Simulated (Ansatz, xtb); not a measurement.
Relative energy of two isomers of C4H10OS

Structure X is `CO[C@@H](C)CS`, a singlet and structure Y is `CC[C@@H](S)OC`, a singlet. Both are isolated molecules in the gas phase, relaxed with B3LYP-D3(BJ)/def2-SVP, each in the lowest conformer that the search found.

Quicker runs give these differences E(Y) − E(X): GFN2-xTB −4.01 kcal/mol; HF/STO-3G −1.17 kcal/mol (at GFN2-xTB geometries); r2SCAN-D4/def2-SVP −2.27 kcal/mol (at GFN2-xTB geometries).

Task: Estimate E(Y) − E(X) at the level CCSD(T)/def2-SVP + ΔMP2/def2-TZVPP.

Result: Calculated at CCSD(T)/def2-SVP + ΔMP2/def2-TZVPP: E(Y) − E(X) = −1.08 kcal/mol, so structure Y lies lower.

Level by level:

```csv
level,geometry,E(Y) − E(X) (kcal/mol),departure from the last row (kcal/mol),"job, with rough time for the two"
GFN2-xTB,GFN2-xTB,−4.01,−2.93,"optimisation, 0.15 s"
HF/STO-3G,GFN2-xTB,−1.17,−0.08,"single point, 0.48 s"
r2SCAN-D4/def2-SVP,GFN2-xTB,−2.27,−1.18,"single point, 6.2 s"
B3LYP-D3(BJ)/def2-SVP,B3LYP-D3(BJ)/def2-SVP,−2.06,−0.98,"optimisation, 66 s"
HF/def2-SVP,B3LYP-D3(BJ)/def2-SVP,−0.69,+0.39,part of the CCSD(T) run
MP2/def2-SVP,B3LYP-D3(BJ)/def2-SVP,−1.69,−0.60,part of the CCSD(T) run
CCSD(T)/def2-SVP,B3LYP-D3(BJ)/def2-SVP,−1.51,−0.42,single point
CCSD(T)/def2-SVP + ΔMP2/def2-TZVPP,B3LYP-D3(BJ)/def2-SVP,−1.08,,"single point, 2.1 min"
```

As drawn, both hold the same kinds of bond in the same numbers.

The levels shown agree on the order. The largest departure from CCSD(T)/def2-SVP + ΔMP2/def2-TZVPP is that of GFN2-xTB, 2.93 kcal/mol. The last row adds to CCSD(T) the change of the MP2 difference between the two basis sets, here +0.42 kcal/mol.

With thermal terms from frequencies at re-optimised GFN2-xTB minima (ideal gas, soft modes damped towards free rotors, one conformer each, 298.15 K, 1 atm): the zero-point term adds +0.10 kcal/mol; ΔH is −0.94 and ΔG −0.89 kcal/mol.

The correlated steps freeze 10 core orbitals. Programs: Ansatz 0.2.0, xtb 6.7.1; the last row on 2 threads of Arm Neoverse V2 on a shared host.
